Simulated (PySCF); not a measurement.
Molecule: C$_{2}$H$_{7}$O, net charge 1, singlet state. It need not be the lowest isomer of its formula. SMILES: CC[OH2+]
Coordinates optimised at B3LYP-D3(BJ)/def2-TZVP (Ansatz):
```xyz
10

C      1.2415    -0.3849    -0.0245
C      0.1316     0.6140    -0.0055
O     -1.2155    -0.1823    -0.0432
H     -2.0171     0.3730    -0.0073
H      0.0737     1.2204     0.8948
H      0.0492     1.2148    -0.9063
H      2.1778     0.1793    -0.0373
H      1.2551    -1.0063     0.8727
H      1.2131    -1.0075    -0.9176
H     -1.2663    -0.8904     0.6264
```
Charge +1, spin multiplicity 1.

Dispersion corrections to the total energy (kcal/mol) from the dftd3 and dftd4 libraries through PySCF: D3(BJ) without and D4 with the three-body term, each with the damping fitted for the functional named.

```csv
functional,D3(BJ),D4
revPBE,-8.46,-8.09
BHLYP,-3.77,-2.14
B3LYP,-5.11,___
BP86,-4.36,-2.59
B2GP-PLYP,-1.46,___
PW6B95,-1.26,___
B2PLYP,-2.21,-1.43
```

Question: Complete the blanks.

Answer: 
- B3LYP, D4: -3.30
- B2GP-PLYP, D4: -0.83
- PW6B95, D4: -1.80
